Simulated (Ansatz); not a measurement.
This geometry of C2H6Si (9 atoms, charge 0, multiplicity 1) is a first-order saddle point.

Level of theory: RKS B3LYP/STO-3G (Ansatz 0.2.0).

```xyz
9
Properties=species:S:1:pos:R:3
C -0.635 0.652 -0.622
C 0.533 -0.263 -0.222
Si 1.302 -0.629 1.366
H -1.427 0.084 -1.140
H -0.271 1.418 -1.332
H -1.075 1.160 0.250
H 0.950 -0.764 -1.120
H 0.475 -1.722 0.646
H 0.238 0.020 2.158
```

Task: Which two structures does it join? (They come from a converged band through this point; their orientation in space is the band's.)

Result: Bonds broken: C2–H8. Bonds formed: Si3–H8.

Initial state:

```xyz
9
Properties=species:S:1:pos:R:3
C -0.582 0.502 -0.559
C 0.426 -0.610 -0.131
Si 1.537 -0.168 1.374
H -1.207 0.172 -1.405
H -0.057 1.418 -0.876
H -1.252 0.772 0.272
H 1.026 -0.894 -1.010
H -0.157 -1.508 0.144
H 0.354 0.270 2.175
```

Final state:

```xyz
9
Properties=species:S:1:pos:R:3
C -0.644 0.798 -0.763
C 0.282 -0.356 -0.378
Si 0.686 -0.823 1.187
H -1.487 0.446 -1.386
H -0.112 1.564 -1.356
H -1.070 1.299 0.121
H 0.698 -0.897 -1.236
H 1.571 -1.930 1.446
H 0.165 -0.146 2.348
```

Task: How far does it lie above each of them?

Result: 43.1 kcal/mol above the first and 40.9 kcal/mol above the second. This is the barrier of this one path; another mechanism may lie lower. The orbitals stay closed-shell, which can raise the energy where a bond breaks towards radicals; this wasn't checked here. Limits of this set-up: minimal basis.

Run time: 85 s on 1 thread of Arm Neoverse V2, on a shared host, peak memory 0.1 GiB.
